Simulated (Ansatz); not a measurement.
A nudged elastic band was laid between two geometries of C2H3O2 (7 atoms, charge 0, multiplicity 2).

These are results of UKS PBE/def2-SVP (Ansatz 0.2.0), not measurements.

```
movable images  : 7
climbing image  : yes
spring          : 5.0 eV/Å²
optimiser       : quadratic models (default)
start path      : through a guess of the saddle point
force threshold : 0.03 eV/Å
iteration limit : 54
end points      : relaxed
```

Image 0:

```xyz
7
Properties=species:S:1:pos:R:3
C -0.205 0.613 -0.181
C 0.257 -0.761 0.195
O 1.069 -0.995 1.139
O -0.120 -1.816 -0.396
H -0.935 0.560 -1.011
H -0.670 1.104 0.697
H 0.665 1.227 -0.488
```

Image 8:

```xyz
7
Properties=species:S:1:pos:R:3
C -0.194 0.616 -0.184
C 0.256 -0.762 0.193
O -0.236 -1.422 1.156
O 1.175 -1.391 -0.410
H -1.292 0.622 -0.339
H 0.032 1.319 0.643
H 0.319 0.950 -1.105
```

What changes between the two ends?

No bond is made or broken. The dihedral H5–C1–C2–O4 goes from 2 to 127°. The two ends are copies of one structure, up to a mirror image or an exchange of like atoms.

Give the energies along the band, and the barrier.

The forces met the threshold. The highest image is number 0 of 0 to 8, 0.000 eV above the ends, which have the same energy within 2 meV. The highest image is an end point: on this band no image between the ends rises above it.

```json
{"image": "0", "path coordinate (Å)": "0.00", "energy (eV)": "0.000", "dihedral H5–C1–C2–O4 (°)": "2"}
{"image": "1", "path coordinate (Å)": "0.31", "energy (eV)": "0.000", "dihedral H5–C1–C2–O4 (°)": "17"}
{"image": "2", "path coordinate (Å)": "0.62", "energy (eV)": "-0.001", "dihedral H5–C1–C2–O4 (°)": "32"}
{"image": "3", "path coordinate (Å)": "0.93", "energy (eV)": "0.000", "dihedral H5–C1–C2–O4 (°)": "47"}
{"image": "4", "path coordinate (Å)": "1.23", "energy (eV)": "0.000", "dihedral H5–C1–C2–O4 (°)": "62"}
{"image": "5", "path coordinate (Å)": "1.54", "energy (eV)": "0.000", "dihedral H5–C1–C2–O4 (°)": "78"}
{"image": "6", "path coordinate (Å)": "1.85", "energy (eV)": "-0.001", "dihedral H5–C1–C2–O4 (°)": "94"}
{"image": "7", "path coordinate (Å)": "2.16", "energy (eV)": "0.000", "dihedral H5–C1–C2–O4 (°)": "110"}
{"image": "8", "path coordinate (Å)": "2.47", "energy (eV)": "0.000", "dihedral H5–C1–C2–O4 (°)": "127"}
```

The band took 8 iterations and roughly 3 core-minutes.

Run time: 3.2 min on 1 CPU thread of a shared host.
